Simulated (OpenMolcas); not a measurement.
# singlet BH2O+ at 6 levels

We compute a comparison of 6 runs (B3LYP/STO-3G, M06-2X/STO-3G, r2SCAN/STO-3G, MP2/STO-3G, ACPF/STO-3G, CCSD(T)/STO-3G) of singlet BH2O+. 

The calculation is run with OpenMolcas 26.06.

## (1) The structure to begin with

BH2O+ has 4 atoms, charge +1, and is taken as a singlet. SMILES of the parent species: `B[O]`. The shape is that of a PBE0-D4/def2-TZVP optimisation. That shape belongs to the parent species and isn't relaxed for this state.

Bond lengths: B1–O2 1.281 Å, B1–H3 1.211 Å, B1–H4 1.211 Å. Angles: O2–B1–H3 119.9°, O2–B1–H4 119.9°, H3–B1–H4 120.2°.

## (2) The energy at B3LYP/STO-3G (run 1)

Contents of job.input:

```
* BH2O Kohn-Sham DFT

&GATEWAY
  BASLIB
  $CurrDir
  COORD
  4
  angstrom
  B       -0.001100      -0.010300      -0.015100
  O        1.025300      -0.340800       0.676900
  H       -1.052600      -0.587700       0.151600
  H        0.083900       0.878500      -0.833600
  BASIS
  STO-3G
  GROUP
  NoSym

&SEWARD
  GRIDINPUT
  Grid=UltraFine
  End of Grid

&SCF
  CHARGE
  1
  KSDFT
  B3LYP
  THRESHOLDS
  1e-10 1e-07 1e-07 1e-05
  PRORBITALS
  1 1
```

The basis set STO-3G is read from a file made from the Basis Set Exchange's data (not shown).

The run is started by

```
$ export MOLCAS_MEM=1860
$ pymolcas job.input > job.log
```

The program printed:

```text
--- Start Module: gateway ---
[...]
--- Stop Module: gateway /rc=_RC_ALL_IS_WELL_ ---
--- Start Module: seward ---
[...]
      Basis functions           12
--- Stop Module: seward /rc=_RC_ALL_IS_WELL_ ---
--- Start Module: scf ---
[...]
       Convergence after  16 Iterations
[...]
::    Total KS-DFT energy                             -99.5041991376
[...]
      Total spin, S                                     0.0000000000
[...]
      Total electronic charge=   14.000000
      Total            charge=    1.000000
[...]
      Dipole Moment (debye):
      Origin of the operator (angstrom)=    0.5311   -0.1816    0.3437
                   X= -2.4806E+00               Y=  7.9921E-01               Z= -1.6729E+00           Total=  3.0968E+00
      Center of Charge (angstrom)
[...]
--- Stop Module: scf /rc=_RC_ALL_IS_WELL_ ---
[...]
```

Wall time 3.9 s (1 thread of Arm Neoverse V2, shared host); peak memory 0.37 GiB.

## (3) The energy at M06-2X/STO-3G (run 2)

Contents of job.input:

```
* BH2O Kohn-Sham DFT

&GATEWAY
  BasLib
  $CurrDir
  Coord
  4
  angstrom
  B       -0.001100      -0.010300      -0.015100
  O        1.025300      -0.340800       0.676900
  H       -1.052600      -0.587700       0.151600
  H        0.083900       0.878500      -0.833600
  Basis
  STO-3G
  Group
  NoSym

&SEWARD
  GridInput
  Grid=UltraFine
  End of Grid

&SCF
  Charge
  1
  KSDFT
  M062X
  Thresholds
  1e-10 1e-07 1e-07 1e-05
  PrOrbitals
  1 1
```

The basis set STO-3G is read from a file made from the Basis Set Exchange's data (not shown).

The run is started by

```
$ export MOLCAS_MEM=1860
$ pymolcas job.input > job.log
```

The program printed:

```text
--- Start Module: gateway ---
[...]
--- Stop Module: gateway /rc=_RC_ALL_IS_WELL_ ---
--- Start Module: seward ---
[...]
      Basis functions           12
--- Stop Module: seward /rc=_RC_ALL_IS_WELL_ ---
--- Start Module: scf ---
[...]
       Convergence after  16 Iterations
[...]
::    Total KS-DFT energy                             -99.4902143274
[...]
      Total spin, S                                     0.0000000000
[...]
      Total electronic charge=   14.000000
      Total            charge=    1.000000
[...]
      Dipole Moment (debye):
      Origin of the operator (angstrom)=    0.5311   -0.1816    0.3437
                   X= -2.4646E+00               Y=  7.9411E-01               Z= -1.6621E+00           Total=  3.0770E+00
      Center of Charge (angstrom)
[...]
--- Stop Module: scf /rc=_RC_ALL_IS_WELL_ ---
[...]
```

Run time: 4.5 s. Hardware: 1 thread of Arm Neoverse V2, shared host; peak memory 0.37 GiB.

Runs 3 to 5 aren't shown in full; the table further down has their settings and results.

## (4) A single-point energy at CCSD(T)/STO-3G (run 6)

Contents of job.input:

```
&GATEWAY
BasLib
$CurrDir
Coord
4
angstrom
B       -0.001100      -0.010300      -0.015100
O        1.025300      -0.340800       0.676900
H       -1.052600      -0.587700       0.151600
H        0.083900       0.878500      -0.833600
Basis
STO-3G
Group
NoSym
&SEWARD
&SCF
Charge
1
Thresholds
1e-10 1e-07 1e-07 1e-05
PrOrbitals
1 1
&RASSCF
FileOrb
$Project.ScfOrb
Spin
1
Nactel
0 0 0
Inactive
7
Ras2
0
OutOrbitals
Canonical
OrbListing
Nothing
&MOTRA
JobIph
Frozen
2
&CCSDT
CCT
Triples
2
Iterations
80
Accuracy
1e-08
Extrapolation
5 4
```

The basis set STO-3G is read from a file made from the Basis Set Exchange's data (not shown).

The run is started by

```
$ export MOLCAS_MEM=1860
$ pymolcas job.input > job.log
```

The program printed:

```text
--- Start Module: gateway ---
[...]
--- Stop Module: gateway /rc=_RC_ALL_IS_WELL_ ---
[...]
      Basis functions           12
[...]
       Convergence after  16 Iterations
[...]
::    Total SCF energy                                -98.9749607836
[...]
      Total spin, S                                     0.0000000000
[...]
      Number of active orbitals                  0
[...]
      Spin quantum number                      0.0
[...]
      Active orbitals                            0
[...]
      Number of CSFs                             1
[...]
      Number of root(s) required                 1
[...]
      Convergence after  4 iterations
[...]
      Natural orbitals and occupation numbers for root  1
      ************************************************************************************************************************
      *                                                    Final results                                                     *
      ************************************************************************************************************************
[...]
::    RASSCF root number  1 Total energy:    -98.97496078
[...]
      Total electronic charge=   14.000000
      Total            charge=    1.000000
[...]
      Dipole Moment (debye):
      Origin of the operator (angstrom)=    0.5311   -0.1816    0.3437
                   X= -1.8394E+00               Y=  5.9267E-01               Z= -1.2405E+00           Total=  2.2964E+00
      Center of Charge (angstrom)
[...]
--- Start Module: motra ---
[...]
      *** WARNING: Default frozen orbitals is overwritten by user input.
      *** Default values:   2
[...]
--- Stop Module: motra /rc=_RC_ALL_IS_WELL_ ---
--- Start Module: ccsdt ---
[...]
      Convergence after                    22  Iterations
      Total energy (diff) :     -99.11507844      -0.00000000
[...]
 METHOD                       : CCSD+T(CCSD)+<T3(1)WT1> = CCSD(T)
[...]
       CCSD     =       -99.1150784381327
[...]
--- Stop Module: ccsdt /rc=_RC_ALL_IS_WELL_ ---
[...]
```

It took 2 s on 1 thread of Arm Neoverse V2, shared host; peak memory 0.37 GiB.

## (5) Overview of the runs

```csv
run,level,integration grid,frozen core orbitals,energy (Eh),HOMO energy (eV),LUMO energy (eV),HOMO–LUMO gap (eV),wall time
1,B3LYP/STO-3G,UltraFine,–,-99.504199,-19.10,-14.62,4.48,3.9 s
2,M06-2X/STO-3G,UltraFine,–,-99.490214,-21.22,-13.05,8.17,4.5 s
3,r2SCAN/STO-3G,UltraFine,–,-99.462561,-17.87,-15.43,2.43,4.5 s
4,MP2/STO-3G,–,2,-99.072493,-23.41,-9.11,14.30,1.5 s
5,ACPF/STO-3G,–,2,-99.132656,-23.41,-9.11,14.30,1.6 s
6,CCSD(T)/STO-3G,–,2,-99.122940,-23.41,-9.11,14.30,2 s
```

## (6) Results

```
                                          quantity         value
                               run 6: total energy  -99.12294 Eh
        run 6: HOMO energy (Hartree–Fock orbitals)     -23.41 eV
        run 6: LUMO energy (Hartree–Fock orbitals)      -9.11 eV
      run 6: HOMO–LUMO gap (Hartree–Fock orbitals)      14.30 eV
run 6: correlation energy (2 core orbitals frozen)    -148.0 mEh
                             run 6: (T) correction     -7.86 mEh
```

In words: Over runs 1, 2, 3 the HOMO–LUMO gap runs from 2.43 eV (r2SCAN/STO-3G) to 8.17 eV (M06-2X/STO-3G). Totals of different functionals can't be ranked against each other. In runs 1, 2, 3, 4, 5, 6 the basis is minimal, so the values are rough. All runs together took 18 s, the longest 4.5 s.
